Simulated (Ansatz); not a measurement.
# BF2H: the cost of one run

All numbers below are computed with Ansatz 0.2.0 (RKS PBE-D4/def2-SVP).

## (1) The structure to begin with

Bond lengths: B1–H2 1.190 Å, B1–F3 1.320 Å, B1–F4 1.320 Å. Angles: H2–B1–F3 120.0°, H2–B1–F4 120.0°, F3–B1–F4 120.0°.

As a file:

```xyz
4

B     0.0000    0.0000    0.0000
H     0.0000    0.0000    1.1900
F     1.1431    0.0000   -0.6600
F    -1.1431    0.0000   -0.6600
```

## (2) Relaxing the start

Input file input.yaml:

```yaml
crystal:
  periodic: [false, false, false]
  atoms:
    - { symbol: B, position_ang: [0.0, 0.0, 0.0] }
    - { symbol: H, position_ang: [0.0, 0.0, 1.19] }
    - { symbol: F, position_ang: [1.1431, 0.0, -0.66] }
    - { symbol: F, position_ang: [-1.1431, 0.0, -0.66] }
basis:
  gaussian: { orbitals: def2-SVP }
hamiltonian:
  xc: pbe
  dispersion: d4
relax:
  f_tol: 0.02
  max_steps: 40
```

Launch:

```bash
$ ansatz run input.yaml --threads 1 --pin off --max-ram 2048MiB --backend cpu --events-out ev --progress --plain --runs-dir out
```

What time and memory should one allow on 1 thread of Arm Neoverse V1, shared host?

About 3.5 s, with a peak of 0.095 GiB.
